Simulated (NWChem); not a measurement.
Correlation energy of F

SMILES: [F]
```xyz
1

F      0.0000     0.0000     0.0000
```
Charge 0, spin multiplicity 2.

All runs are NWChem calculations.

Basis set: cc-pVTZ. Each correlation energy counts from its own Hartree-Fock reference.

The correlated methods keep 1 core orbital frozen. No SCF solution was tested for a lower state. Open-shell Hartree-Fock references start from PBE0 orbitals. Coupled-cluster values serve here as a point of comparison, not as the truth.

### Question
For the correlation energy, CCSD[T] on UHF gives -214.9 mHa and CCSDT on ROHF gives -219.5 mHa. What do CCSD on UHF, SCS-UMP2 give?

### Answer
CCSD on UHF: -211.2 mHa; SCS-UMP2: -197.6 mHa.
